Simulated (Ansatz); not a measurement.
# C2H5S2 radical: one species, many methods

How much do the methods differ for C2H5S2 radical? The plan is to run it at one geometry with functionals of several rungs and with coupled cluster. The yardstick is the atomisation energy at the CCSD(T) limit.

Program: Ansatz 0.2.0, Gaussian basis. Level of theory: functionals in def2-TZVPP, the program's frozen cores in correlated methods. These are calculated values, not measurements.

Levels to be run: LDA (SPW92), PBE-D4, revPBE-D4, BLYP-D4, r2SCAN-D4, B97M-V, PBE0-D4, B3LYP-D4, r2SCANh-D4, r2SCAN0-D4, HSE06-D4, BHLYP-D4, CAM-B3LYP-D4, LC-ωPBE, ωB97X-V, ωB97M-V, B2PLYP, PBE-QIDH; CCSD(T)/def2-SVP; CCSD(T)/def2-TZVPP; MP2/def2-QZVPP; extrapolation to the limit; RPA on PBE.

## 1. Structure used throughout

All runs share one geometry, relaxed beforehand with PBE0-D4 in a triple-zeta def2 set.

9 atoms, charge 0, spin multiplicity 2.

Atoms are counted from 1 here; the program's logs count them from 0.

Bond lengths: C1–S2 1.701 Å, C1–H5 1.082 Å, C1–H6 1.081 Å, S2–S3 2.040 Å, S3–C4 1.805 Å, C4–H7 1.089 Å, C4–H8 1.089 Å, C4–H9 1.092 Å. Angles: S2–C1–H5 116.9°, S2–C1–H6 120.8°, H5–C1–H6 121.5°, C1–S2–S3 104.2°, S2–S3–C4 102.3°, S3–C4–H7 110.6°, S3–C4–H8 110.8°, S3–C4–H9 106.0°, H7–C4–H8 110.6°, H7–C4–H9 109.3°, H8–C4–H9 109.5°.

## 2. LDA

This LDA is Slater exchange with PW92 correlation.

in.yaml

```yaml
crystal:
  periodic: [false, false, false]
  atoms:
    - {symbol: C, position_ang: [-0.266060, 1.444257, -1.324481]}
    - {symbol: S, position_ang: [1.223318, 0.811475, -0.799086]}
    - {symbol: S, position_ang: [0.892383, 0.305918, 1.149527]}
    - {symbol: C, position_ang: [0.031826, -1.272838, 0.996455]}
    - {symbol: H, position_ang: [-0.409320, 1.537386, -2.393011]}
    - {symbol: H, position_ang: [-0.958368, 1.885887, -0.621314]}
    - {symbol: H, position_ang: [-0.902037, -1.148442, 0.449500]}
    - {symbol: H, position_ang: [0.664764, -2.013285, 0.509090]}
    - {symbol: H, position_ang: [-0.188005, -1.596857, 2.016221]}
basis:
  gaussian: {orbitals: def2-TZVPP}
magnetization: {spin_polarized: true, initial_magnetization: 1}
hamiltonian: {xc: lda}
output: {orbitals: {seedname: orbitals}}
```

The runs that follow: PBE-D4 (GGA); revPBE-D4 (GGA); BLYP-D4 (GGA); r2SCAN-D4 (meta-GGA); B97M-V (meta-GGA); PBE0-D4 (hybrid); B3LYP-D4 (hybrid); r2SCANh-D4 (hybrid); r2SCAN0-D4 (hybrid); HSE06-D4 (hybrid); BHLYP-D4 (hybrid); CAM-B3LYP-D4 (range-separated); LC-ωPBE-D4 (range-separated); ωB97X-V (range-separated); ωB97M-V (range-separated); B2PLYP (double hybrid); PBE-QIDH (double hybrid); CCSD(T) in def2-SVP; CCSD(T) in def2-TZVPP; MP2 in def2-QZVPP; RPA on PBE orbitals.

Before running them: what should the planned runs give, taken together? Wanted: atomisation energy, CCSD(T)/CBS; farthest beyond LDA; mean size of error, GGA; mean size of error, meta-GGA; mean size of error, hybrid; mean size of error, range-separated; mean size of error, double hybrid; gap, smallest and largest; T1 diagnostic.

The runs gave:

| quantity | value |
| --- | --- |
| atomisation energy, CCSD(T)/CBS | 3050.7 kJ/mol |
| functionals within 15.3 kJ/mol (0.5 %) | BLYP-D4, B3LYP-D4, r2SCAN0-D4, CAM-B3LYP-D4, PBE-QIDH |
| farthest beyond LDA | PBE-D4 (+103.2 kJ/mol) |
| mean size of error, GGA | 48.7 kJ/mol |
| mean size of error, meta-GGA | 40.7 kJ/mol |
| mean size of error, hybrid | 35.3 kJ/mol |
| mean size of error, range-separated | 17.9 kJ/mol |
| mean size of error, double hybrid | 19.9 kJ/mol |
| gap, smallest and largest | 0.99 eV (LDA (SPW92)), 8.91 eV (LC-ωPBE) |
| T1 diagnostic | 0.0179 |
| triples share of the correlation energy | 4.4 % |

LDA overbinds by 496.7 kJ/mol (16 %). PBE-D4 is off by +103.2 kJ/mol. Double hybrids carry the basis error of their MP2 part in triple zeta, and no dispersion term here, so their miss is partly the set-up's. Taken by rung, range-separated functionals do best (17.9 kJ/mol on average) and GGA ones worst beyond LDA (48.7 kJ/mol). The gap between the best rungs is small, so their order is not settled. Misses under about 15.3 kJ/mol are within the doubt on the reference itself, which lacks core-valence correlation, relativity and higher excitations. Hartree-Fock recovers 72 % of the binding; the rest is correlation. CCSD(T) in def2-SVP is off by -222.3 kJ/mol, worse than the median functional, from the basis alone. The gap grows from 1.0 to 8.9 eV across the functionals, mostly with the share of exact exchange.
